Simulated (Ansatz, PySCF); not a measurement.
System: CH2Cl (charge 0, doublet). It need not be the lowest isomer of its formula. SMILES: [CH2]Cl
Geometry: optimised at B3LYP-D3(BJ)/def2-TZVP (Ansatz, a program for electronic structure).

Wanted: atomisation energy (electronic, to ground-state atoms), in kcal/mol. Valence correlation only, unless marked. Open shells are spin-unrestricted. No spin-orbit coupling. Non-relativistic. The coupled-cluster limit lacks core correlation, which all-electron functionals hold. CBS(X,Y): correlation extrapolated as X^-3; Hartree-Fock from the larger set.

```csv
level,program,atomisation energy (kcal/mol)
HF/aug-cc-pV(T+d)Z,Ansatz,213.4
HF/def2-TZVPD,PySCF,213.2
```

**Question.** Predict the CCSD(T)/CBS(def2-TZVPPD,def2-QZVPPD) result (Ansatz).

**Answer.** 287.8 kcal/mol
